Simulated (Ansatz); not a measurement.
`CS[SiH]`. The species carries charge 0 and has multiplicity 1. The structure was optimised at the PBE0-D4/def2-TZVP level.

```xyz
7

C     0.938   -0.512   -0.286
S    -0.057    0.479    0.860
Si   -1.902    0.671   -0.112
H     1.251   -1.426    0.219
H     0.361   -0.764   -1.176
H     1.822    0.058   -0.571
H    -2.413    1.494    1.066
```

Task: What is the dipole moment at ωB97M-V/def2-TZVPP? (Estimate.)

Result: Computed: 1.43 D, with components (0.85, -0.78, -0.85) D in this frame, pointing from negative to positive charge.

Task: And with PBE, r2SCAN, B3LYP? (Estimate.)

Result: Ansatz gave: PBE 1.53 D, r2SCAN 1.57 D, B3LYP 1.47 D.

Task: Give the Mulliken charges with ωB97M-V, B3LYP, r2SCAN in def2-TZVPP. (Estimate.)

Result: The calculation gave: 
```
atom  ωB97M-V  B3LYP  r2SCAN
  C1    -0.33  -0.25   -0.13
  S2    -0.08  -0.12   -0.14
 Si3     0.05   0.10    0.11
  H4     0.14   0.12    0.08
  H5     0.13   0.11    0.08
  H6     0.14   0.12    0.08
  H7    -0.04  -0.08   -0.10
```

B3LYP here is the variant with VWN-RPA as its local correlation; programs differ in this.
